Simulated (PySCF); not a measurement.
# Frontier levels across methods

Compound: oxetane, C3H6O.
Structure used (PBE0-D3(BJ)/def2-SVP), in Å, numbered top down from 1:
```xyz
10
C3H6O angstrom
C     -0.0986    0.6557   -0.4408
C      1.0582   -0.2028    0.0848
O      0.1605   -1.1542    0.6490
C     -0.9732   -0.3696    0.2907
H     -0.1458    1.6887   -0.0702
H     -0.2095    0.6599   -1.5337
H      1.7214   -0.6503   -0.6765
H      1.6899    0.2831    0.8514
H     -1.5093    0.0204    1.1757
H     -1.6937   -0.9307   -0.3304
```

Basis pcSseg-2 throughout (PySCF), one geometry. Isolated species at its PBE0-D3(BJ)/def2-SVP geometry, gas phase.

How do the orbital energies, the gap and the dipole change with the method?

```
  method           kind  HOMO (eV)  LUMO (eV)  gap (eV)  μ (D)  SCF cycles
    BLYP            GGA      -5.54      -0.06      5.48   1.84          13
    OPBE            GGA      -5.60       0.00      5.60   1.73          14
     PBE            GGA      -5.61      -0.04      5.57   1.80          13
   B97-D            GGA      -5.66       0.09      5.75   1.83          14
     LDA            LDA      -5.68      -0.10      5.58   1.88          13
    BP86            GGA      -5.72       0.15      5.87   1.82          13
     KT2            GGA      -5.77       0.04      5.81   1.80          14
     KT3            GGA      -5.82      -0.24      5.58   1.77          14
   B97-2  global hybrid      -6.91       0.69      7.60   1.89          13
   B3LYP  global hybrid      -6.95       0.35      7.30   1.93          13
    PBE0  global hybrid      -7.17       0.66      7.83   1.90          12
mPW1PW91  global hybrid      -7.21       0.61      7.82   1.91          13
      HF   Hartree–Fock     -11.12       2.70     13.81   2.12          10
```

The HOMO spans 5.57 eV, from BLYP down to HF, and the gap runs from 5.48 eV (BLYP) to 13.81 eV (HF). Over the methods BLYP (0 %), OPBE (0 %), PBE (0 %), B97-D (0 %), LDA (0 %), BP86 (0 %), KT2 (0 %), KT3 (0 %), B97-2 (21 %), B3LYP (20 %), PBE0 (25 %), mPW1PW91 (25 %), HF (100 %), a straight line through the gap against the share of exact exchange rises by 0.82 eV for each 10 % (correlation coefficient 0.998). The dipole ranges from 1.73 D (OPBE) to 2.12 D (HF). This basis has no diffuse functions.

Reference dipole: 1.94 D (measured, gas; NIST CCCBDB Release 22 (SRD 101), experimental dipoles); nearest here: B3LYP (1.93 D). 

The vertical ΔSCF ionisation energy at CAM-B3LYP/def2-SVPD is 9.74 eV; −ε(HOMO) comes closest to it with HF (11.12 eV).
